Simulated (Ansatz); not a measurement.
`O=C[SiH3]`. Total charge 0; spin multiplicity 1. Geometry: relaxed with PBE0-D4/def2-TZVP.

```xyz
7

O     1.258    1.025   -1.217
C     1.018    0.486   -0.167
Si   -0.699   -0.344    0.140
H     1.797    0.469    0.631
H    -1.742    0.700   -0.008
H    -0.883   -1.402   -0.883
H    -0.750   -0.933    1.504
```

What is the dipole moment at PBE/def2-TZVPP? (Best estimate.)

The calculation gave: 1.92 D, with components (-0.49, -0.89, 1.63) D in this frame, pointing from negative to positive charge.

And with r2SCAN, B3LYP, ωB97M-V? (Best estimate.)

Ansatz gave: r2SCAN 2.04 D, B3LYP 2.16 D, ωB97M-V 2.20 D.

Give the Mulliken charges with PBE, ωB97M-V, B3LYP in def2-TZVPP. (Best estimate.)

The calculation gave: 
```
atom    PBE  ωB97M-V  B3LYP
  O1  -0.20    -0.25  -0.24
  C2   0.06     0.03   0.05
 Si3   0.20     0.18   0.27
  H4   0.05     0.08   0.07
  H5  -0.03    -0.01  -0.04
  H6  -0.03    -0.01  -0.04
  H7  -0.05    -0.02  -0.06
```

B3LYP here is the variant with VWN-RPA as its local correlation; programs differ in this.
